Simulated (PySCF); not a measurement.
Species: C3H5N.
Cartesian coordinates in Å at the PBE0-D3(BJ)/def2-SVP level; atoms count from 1:
```xyz
9
C3H5N angstrom
N      1.337    0.123   -0.232
C      0.123    0.018    0.527
C     -1.160   -0.545   -0.015
C     -1.097    0.753    0.110
H      1.933   -0.688   -0.074
H      1.133    0.155   -1.229
H      0.348   -0.084    1.602
H     -1.723   -1.419   -0.341
H     -1.557    1.728   -0.044
```

The calculation used TDDFT B3LYP/def2-SVPD, vertical, gas phase, core orbitals frozen in the response (PySCF).

Ground-to-excited transition dipoles (e·a0, same axes as the geometry; the sign carries no meaning), for the states with f of 0.002 or more among the lowest 7:

```json
{"state": "S1", "E (eV)": "4.808", "μx": "-0.201", "μy": "0.041", "μz": "0.047"}
{"state": "S2", "E (eV)": "5.979", "μx": "-0.133", "μy": "-0.329", "μz": "-0.099"}
{"state": "S3", "E (eV)": "6.526", "μx": "-0.049", "μy": "0.276", "μz": "0.074"}
{"state": "S4", "E (eV)": "6.728", "μx": "-0.054", "μy": "-0.602", "μz": "0.006"}
{"state": "S5", "E (eV)": "6.901", "μx": "-0.389", "μy": "-0.006", "μz": "-0.136"}
{"state": "S6", "E (eV)": "6.944", "μx": "0.012", "μy": "-0.085", "μz": "-0.110"}
{"state": "S7", "E (eV)": "7.290", "μx": "-0.400", "μy": "0.150", "μz": "0.264"}
```

(1) Work out the oscillator strengths.

(2) Which bond between heavy atoms lies closest to the direction of the S4 transition dipole?

(3) What angle do the transition dipoles of S2 and S4 make?

(4) What peak molar absorption coefficient would the strongest computed level give as a lone Gaussian band 0.5 eV wide at half height?

## Answers

(1) f = (2/3) ΔE |μ|² with ΔE in hartree (27.2114 eV).

| state | \|μ\|² (au) | \|μ\| (D) | f |
| --- | --- | --- | --- |
| S1 | 0.044 | 0.54 | 0.005 |
| S2 | 0.136 | 0.94 | 0.020 |
| S3 | 0.084 | 0.74 | 0.013 |
| S4 | 0.365 | 1.54 | 0.060 |
| S5 | 0.170 | 1.05 | 0.029 |
| S6 | 0.019 | 0.35 | 0.003 |
| S7 | 0.252 | 1.28 | 0.045 |

(2) C3–C4, at 6° from it; next C2–C3 at 64°.

(3) |cos θ| = |μa·μb| / (|μa| |μb|) = 0.92, so θ ≈ 23° (taken between 0 and 90°, since the signs are arbitrary).

(4) ε(max) = 2.175×10⁸ f / FWHM, with the width in cm⁻¹. S4: 2.175×10⁸ × 0.0602 / 4033 ≈ 3200 L mol⁻¹ cm⁻¹.

All these states lie below the vertical ionisation energy of 8.85 eV (ΔSCF).

Time: 26 s wall. Hardware: Arm Neoverse V2, one thread, no GPU, on a shared host.

One conformer stands for the species.
